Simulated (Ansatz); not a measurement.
Input file:

```yaml
crystal:
  periodic: [false, false, false]
  atoms:
    - {symbol: W, position_ang: [0.000000, 0.000000, 0.163075]}
    - {symbol: N, position_ang: [0.000000, 0.000000, -1.799428]}
    - {symbol: H, position_ang: [0.000000, 0.833754, -2.369029]}
    - {symbol: H, position_ang: [0.000000, -0.833754, -2.369029]}
basis:
  gaussian: {orbitals: def2-SVP}
total_charge: 1
magnetization: {spin_polarized: false, initial_magnetization: 4}
correlation: {method: ccsd_t, electrons: outside_noble_gas}
scf: {lower_state_search: off}
```

```sh
$ ansatz run in.yaml --threads 1 --pin off --events-out ev --progress --plain --max-ram 2393MiB
```

Log:

```
these checks for a lower state are left out or cut short: stability, starts, cluster_reference, orbital_swaps, neighbouring_geometries, increment
565 factors; integrals over basis functions are off by at most 1.1e-3 eV
mean field evaluation 1: about -3303.7753 eV, gradient 5.6e1 eV
mean field evaluation 2: about -3303.7801 eV, gradient 5.6e1 eV
mean field evaluation 4: about -3310.3817 eV, gradient 1.7e1 eV
mean field evaluation 8: about -3311.4487 eV, gradient 3.8e-1 eV
mean field -3311.44948494 eV, -121.6935239904 hartree, gradient 2.1e-6 eV, S^2 6.000000; 0 other end points of the search recorded, 0 dependent functions left out
5 core orbitals not correlated: weight in the atoms' cores, before any rotation towards them, 0.996 or more for the frozen orbitals, at most 0.002 for the correlated occupied ones
reference -3311.44948494 eV, -121.6935239904 hartree; 8, 4 occupied and 43, 47 virtual orbitals, 565 factors
second order -6.83778986 eV of doubles, -0.03524487 eV of singles
cycle   1  -6.91341541 eV  change   -3.8e-2 eV  update   1.2e-1
cycle   2  -7.20506401 eV  change   -2.9e-1 eV  update   5.2e-2
cycle   3  -7.37159276 eV  change   -1.7e-1 eV  update   4.1e-2
cycle   4  -7.38217653 eV  change   -1.1e-2 eV  update   1.7e-2
cycle   5  -7.39029569 eV  change   -8.1e-3 eV  update   8.5e-3
cycle   6  -7.39642326 eV  change   -6.1e-3 eV  update   3.2e-3
cycle   7  -7.39747229 eV  change   -1.0e-3 eV  update   1.5e-3
cycle   8  -7.39849629 eV  change   -1.0e-3 eV  update   6.8e-4
cycle   9  -7.39836461 eV  change    1.3e-4 eV  update   2.9e-4
cycle  10  -7.39825385 eV  change    1.1e-4 eV  update   1.4e-4
cycle  11  -7.39835240 eV  change   -9.9e-5 eV  update   8.0e-5
cycle  12  -7.39837500 eV  change   -2.3e-5 eV  update   4.6e-5
cycle  13  -7.39838362 eV  change   -8.6e-6 eV  update   2.7e-5
cycle  14  -7.39837737 eV  change    6.2e-6 eV  update   1.2e-5
cycle  15  -7.39836404 eV  change    1.3e-5 eV  update   5.5e-6
perturbative correction -0.31465204 eV, -0.0115632493 hartree
Total energy: -3319.16250102 eV, -121.9769721034 hartree
Checks for a lower state left out: stability, starts, cluster_reference, orbital_swaps, neighbouring_geometries, increment
```

The T1 diagnostic is 0.053.

Ran on 1 thread of AMD EPYC 7R43, shared host: 2 s wall, 0.19 GiB peak host memory.
